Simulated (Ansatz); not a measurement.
Process, species as SMILES: C=CCl → [CH]=C (CH-CH2) + Cl atom
B3LYP-D3(BJ)/def2-TZVP geometries, fixed; electronic energies without zero-point terms.

Effect of a fitting basis named in the input at PBE0/aug-cc-pV(T+d)Z with Ansatz (a program for electronic structure), against the last row, where the bond dissociation energy is 96.88 kcal/mol. Open shells are unrestricted. The default fits or decomposes integrals by the program's own choice; accuracy: high also tightens integrals, grids and stops.

```tsv
setting	largest shift of a total energy (mEh)	shift of the bond dissociation energy (kcal/mol)
fitting: def2-SV(P)-JKFIT	-0.031	-0.016
fitting: def2-universal-JKFIT	-0.031	-0.016
fitting: cc-pVTZ-JKFIT	-0.010	-0.005
fitting: cc-pVQZ-JKFIT	-0.010	-0.004
fitting: cc-pV5Z-JKFIT	-0.010	-0.004
accuracy: high	-0.007	0.000
accuracy: medium (default)	0.000	0.000
```

Within 0.02 kcal/mol in the bond dissociation energy: fitting: def2-SV(P)-JKFIT; fitting: def2-universal-JKFIT; fitting: cc-pVTZ-JKFIT; fitting: cc-pVQZ-JKFIT; fitting: cc-pV5Z-JKFIT; accuracy: high. The largest shift is 0.031 mEh in a total energy and 0.016 kcal/mol in the difference.
